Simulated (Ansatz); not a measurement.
Basis-set extrapolation for C₃H₅F₃, SMILES `CC(F)(F)CF` (PBE0-D4/def2-TZVP geometry, frozen core, Ansatz). Multiplicity 1, RHF reference.

```json
{"": "HF", "def2-TZVPP": "-415.016097", "def2-QZVPP": "-415.034241"}
{"": "MP2 correlation", "def2-TZVPP": "-1.250785", "def2-QZVPP": "-1.356846"}
{"": "CCSD(T) correlation", "def2-TZVPP": "-1.322571", "def2-QZVPP": "not run"}
```

Energies in hartree. Use E(X) = E(∞) + A·exp(−7.88·√X) for Hartree–Fock and E(X) = E(∞) + B·X^(−2.97) for correlation, with X = 3 and 4, and add CCSD(T) minus MP2 of the smaller set to the MP2 limit.

Problem. What is the CCSD(T) energy at the basis-set limit?

Solution. HF limit: -415.034241 + (-0.018144) × 0.13774 = -415.03674. MP2 limit: -1.356846 + (-0.106061) × 0.74074 = -1.43541. Higher-order term: -1.322571 − (-1.250785) = -0.07179. Total: -416.54394 hartree, 128.8 kcal/mol below CCSD(T)/def2-TZVPP.
